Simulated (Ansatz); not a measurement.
in.yaml

```yaml
crystal:
  periodic: [false, false, false]
  atoms:
    - {symbol: Si, position_ang: [0.000000, 0.000000, 0.000000]}
    - {symbol: O, position_ang: [0.000000, 0.000000, 1.723500]}
basis:
  gaussian: {orbitals: 6-31G}
magnetization: {spin_polarized: false, initial_magnetization: 4}
correlation: {method: ccsdt_q_b, electrons: all, diis_vectors: 2}
accuracy: high
scf: {lower_state_search: off}
```

```sh
$ ansatz run in.yaml --threads 1 --pin off --events-out ev --progress --plain --max-ram 2393MiB
```

The program prints:

```
these checks for a lower state are left out or cut short: stability, starts, cluster_reference, orbital_swaps, neighbouring_geometries, increment
406 factors; integrals over basis functions are off by at most 2.7e-9 eV
mean field evaluation 1: about -9891.8576 eV, gradient 8.5e0 eV
mean field evaluation 2: about -9891.9746 eV, gradient 8.5e0 eV
mean field evaluation 4: about -9892.8416 eV, gradient 1.4e0 eV
mean field evaluation 8: about -9892.9326 eV, gradient 1.5e-1 eV
mean field evaluation 16: about -9892.9334 eV, gradient 1.4e-8 eV
mean field -9892.93342430 eV, -363.5585976718 hartree, gradient 7.2e-8 eV, S^2 6.000000; 0 other end points of the search recorded, 0 dependent functions left out
reference -9892.93342430 eV, -363.5585976718 hartree; 13, 9 occupied and 9, 13 virtual orbitals, 406 factors
second order -2.84581476 eV of doubles, -0.04540201 eV of singles
cycle   1  -3.02927099 eV  change   -1.4e-1 eV  update   6.3e-2
cycle   2  -3.17173052 eV  change   -1.4e-1 eV  update   2.8e-2
cycle   3  -3.26761117 eV  change   -9.6e-2 eV  update   2.1e-2
cycle   4  -3.27344387 eV  change   -5.8e-3 eV  update   8.2e-3
cycle   5  -3.27467667 eV  change   -1.2e-3 eV  update   4.4e-3
...
cycle  30  -3.27034084 eV  change   -5.8e-8 eV  update   1.2e-7
cycle  31  -3.27034081 eV  change    3.0e-8 eV  update   8.6e-8
cycle  32  -3.27034081 eV  change   -1.9e-9 eV  update   6.3e-8
cycle  33  -3.27034080 eV  change    1.2e-8 eV  update   4.2e-8
cycle  34  -3.27034078 eV  change    2.4e-8 eV  update   3.1e-8
cycle  35  -3.27034079 eV  change   -1.2e-8 eV  update   2.4e-8
cycle  36  -3.27034078 eV  change    6.3e-9 eV  update   1.7e-8
cycle  37  -3.27034078 eV  change    7.7e-9 eV  update   1.2e-8
cycle  38  -3.27034077 eV  change    4.4e-9 eV  update   5.6e-9
cycle  39  -3.27034077 eV  change    2.0e-9 eV  update   1.9e-9
perturbative correction -0.00743614 eV, -0.0002732733 hartree
Total energy: -9896.21120121 eV, -363.6790537516 hartree
Checks for a lower state left out: stability, starts, cluster_reference, orbital_swaps, neighbouring_geometries, increment
```

Ran on 1 thread of Arm Neoverse V2, shared host: 16 s wall, 0.64 GiB peak host memory.
